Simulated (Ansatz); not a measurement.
## HBC, singlet in 6-31G: errors against full CI

Geometry: a point of a stretch scan, not a stationary point.

```xyz
3

B     0.0000    0.0000    0.0501
C     0.0000    0.0000   -1.4141
H     0.0000    0.0000    1.3641
```

Basis 6-31G; Ansatz 0.2.0. Only valence electrons are correlated (noble-gas cores frozen), which leaves 8 electrons in 18 orbitals. R marks a restricted (for open shells ROHF) determinant, U an unrestricted one. Active spaces: valence = (8e, 9o) chosen from the atoms' valence shells; pair = (2e, 2o) about the gap.

Full CI is exact within this basis and frozen core; it isn't the basis-set limit. The frozen core follows each run's orbitals, which can shift R against U totals by a few meV.

The determinant fills πx and πy unequally, so it is a mixture of Σ and Δ, which weighs on every level built on one determinant.

The determinant has the irrep A1, whose lowest full-CI state lies within 3 meV of the A2 state that serves as the reference; occupations given are those of the former. RHF is unstable: UHF (⟨S²⟩ = 1.00) lies 0.93 eV below the lowest RHF solution. Higher spins weren't run at this geometry and may lie near or lower.

The UHF ⟨S²⟩ is 1.000. The T1 diagnostic (RCCSD) is 0.0146 and the largest doubles amplitude (RCCSD) is 0.168.

```
                   level  E − E(full CI) (kJ/mol)  share of correlation (%)  wall time
                     RHF                    392.3                      0.00          –
                    UHF†                    302.8                         –          –
                    RMP2                    105.4                     73.13          –
                   UMP2†                     43.3                         –          –
                    CISD                     46.6                     88.12     0.27 s
                   RCCSD                     21.6                     94.51          –
                 UCCSD*†                    -34.6                         –          –
                RCCSD(T)                      9.8                     97.50     0.24 s
              UCCSD(T)*†                    -52.4                         –      1.4 s
                 BCCD(T)                     10.0                     97.46     0.27 s
                  RCCSDT                      5.7                     98.54          –
                UCCSDT*†                    -74.3                         –          –
                  CISDTQ                      4.9                     98.76      1.4 s
               RCCSDT(Q)                      2.7                     99.32     0.69 s
             UCCSDT(Q)*†                    -78.9                         –      3.4 s
                RCCSDTQ*                      0.3                     99.92        7 s
               UCCSDTQ*†                    -77.8                         –       23 s
  CASSCF (valence space)                     99.5                     74.64          –
  NEVPT2 (valence space)                     27.2                     93.08      4.1 s
  MRCISD (valence space)                      2.3                     99.41          –
MRCISD+Q (valence space)                      0.3                     99.91        6 s
```

An asterisk marks runs whose energy the program itself flagged as in doubt. A dagger marks rows that describe another state than the reference (another or a broken symmetry, a higher spin or other natural occupations), so the difference holds a gap between states beside the method's error.

The correlation energy at full CI, counted from RHF, is -4.066 eV. That run took 14 s on 1 thread of Arm Neoverse V2, shared host over 2,340,352 determinants.

Run but not shown, since their state, orbitals or frozen core can't be matched to the reference's or they repeat it: CASSCF (pair space), NEVPT2 (pair space).

Times hold each run's SCF and search for its determinant on a shared host, so for small cases they say little of a method's own cost; they ran on 1 thread of Arm Neoverse V2.

Unrestricted levels hold only the spin's projection, and here they fall towards a lower state of higher spin.

The full-CI state has the irrep A2 of C2v, in the program's axes (one component, if the state is degenerate).

Natural occupations of full CI about the gap: 1.970 1.960 1.939 0.963 0.963 0.059 0.059 0.040 0.017 0.011; effectively unpaired electrons, Σ n²(2−n)², 2.05. No single determinant describes this state well, so single-reference rows can miss without a flag.
